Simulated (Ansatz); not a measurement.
```yaml
crystal:
  periodic: [false, false, false]
  atoms:
    - {symbol: C, position_ang: [0.667414, -0.849806, 1.712522]}
    - {symbol: C, position_ang: [-0.158793, -0.210462, 0.606359]}
    - {symbol: C, position_ang: [-1.164701, -1.203487, 0.042857]}
    - {symbol: C, position_ang: [0.757351, 0.354742, -0.475782]}
    - {symbol: C, position_ang: [0.058596, 1.142771, -1.567521]}
    - {symbol: O, position_ang: [-0.692872, 2.234901, -1.075435]}
    - {symbol: H, position_ang: [0.030518, -1.221953, 2.518990]}
    - {symbol: H, position_ang: [1.243505, -1.697838, 1.327616]}
    - {symbol: H, position_ang: [1.375355, -0.137832, 2.145576]}
    - {symbol: H, position_ang: [-0.718347, 0.628930, 1.035147]}
    - {symbol: H, position_ang: [-1.831565, -0.741288, -0.687507]}
    - {symbol: H, position_ang: [-0.653870, -2.039869, -0.446346]}
    - {symbol: H, position_ang: [-1.788425, -1.617568, 0.838957]}
    - {symbol: H, position_ang: [1.316487, -0.465098, -0.946054]}
    - {symbol: H, position_ang: [1.510704, 1.000243, -0.003857]}
    - {symbol: H, position_ang: [0.798677, 1.480239, -2.306276]}
    - {symbol: H, position_ang: [-0.657118, 0.513332, -2.101029]}
    - {symbol: H, position_ang: [-0.092922, 2.830040, -0.618207]}
basis:
  gaussian: {orbitals: cc-pVTZ-DK, point_charges: [{charge: -1.00, position_ang: [5.145, -0.680, 0.539]}]}
magnetization: {spin_polarized: true, initial_magnetization: 2}
hamiltonian: {xc: {name: PBE-QIDH}}
output: {forces: true}
```

```sh
$ ansatz run in.yaml --threads 2 --pin off --events-out ev --progress --plain --max-ram 22528MiB --backend cuda --devices 0, --max-vram 18GiB
```

It prints (some lines left out):

```
Functional definition: PBE-QIDH
1963 factors; integrals over basis functions are off by at most 8.4e-4 eV
mean field evaluation 1: about -7398.4727 eV, gradient 3.4e1 eV
mean field evaluation 2: about -7398.7294 eV, gradient 3.3e1 eV
mean field evaluation 4: about -7405.1709 eV, gradient 4.6e0 eV
mean field evaluation 8: about -7406.2930 eV, gradient 1.3e0 eV
mean field evaluation 16: about -7406.3985 eV, gradient 7.7e-2 eV
mean field evaluation 32: about -7406.3989 eV, gradient 9.6e-6 eV
mean field -7406.39893473 eV, -272.1801406138 hartree, gradient 9.6e-6 eV, S^2 2.007966; 0 other end points of the search recorded, 0 dependent functions left out
6 core orbitals not correlated: weight in the atoms' cores, before any rotation towards them, 1.000 or more for the frozen orbitals, at most 0.000 for the correlated occupied ones
reference -7406.39894958 eV, -272.1801411596 hartree; 20, 18 occupied and 322, 324 virtual orbitals, 1963 factors
second order -33.30661069 eV of doubles, -0.00000000 eV of singles
Total energy: -7417.50115314 eV, -272.5881396151 hartree
Relativity: scalar
Atom 0 at     0.667414    -0.849806     1.712522 Å, force     0.217519    -0.025236    -0.041009 eV/Å
Atom 1 at    -0.158793    -0.210462     0.606359 Å, force    -0.234844    -0.014270     0.003694 eV/Å
Atom 2 at    -1.164701    -1.203487     0.042857 Å, force    -0.017897    -0.082640    -0.010451 eV/Å
Atom 3 at     0.757351     0.354742    -0.475782 Å, force     0.917891     0.097236     1.114942 eV/Å
Atom 4 at     0.058596     1.142771    -1.567521 Å, force    -1.058535    -1.151844    -0.996759 eV/Å
Atom 5 at    -0.692872     2.234901    -1.075435 Å, force    -3.119395    -4.160712    -2.984625 eV/Å
Atom 6 at     0.030518    -1.221953     2.518990 Å, force    -0.006364     0.077507    -0.168902 eV/Å
Atom 7 at     1.243505    -1.697838     1.327616 Å, force    -0.038454     0.232693     0.077648 eV/Å
Atom 8 at     1.375355    -0.137832     2.145576 Å, force    -0.102087    -0.184919    -0.169451 eV/Å
Atom 9 at    -0.718347     0.628930     1.035147 Å, force     0.085858    -0.036835    -0.013138 eV/Å
Atom 10 at    -1.831565    -0.741288    -0.687507 Å, force     0.037562    -0.045893     0.066491 eV/Å
Atom 11 at    -0.653870    -2.039869    -0.446346 Å, force    -0.063232     0.153974     0.091537 eV/Å
Atom 12 at    -1.788425    -1.617568     0.838957 Å, force     0.097205     0.075469    -0.113927 eV/Å
Atom 13 at     1.316487    -0.465098    -0.946054 Å, force    -0.211459     0.209678    -0.125340 eV/Å
Atom 14 at     1.510704     1.000243    -0.003857 Å, force    -0.275544    -0.223135    -0.224166 eV/Å
Atom 15 at     0.798677     1.480239    -2.306276 Å, force     0.039330     0.639077     0.551747 eV/Å
Atom 16 at    -0.657118     0.513332    -2.101029 Å, force     0.139375     0.228607     0.118281 eV/Å
Atom 17 at    -0.092922     2.830040    -0.618207 Å, force     3.714224     4.235852     2.856946 eV/Å
Dipole moment:     0.318712    -0.904355    -0.274379 e Å
```

Hardware: 2 threads of an AMD EPYC 7R13 on a shared host and a share of an NVIDIA H100 80 GB. Wall time 19 s, peak host memory 2.1 GiB.
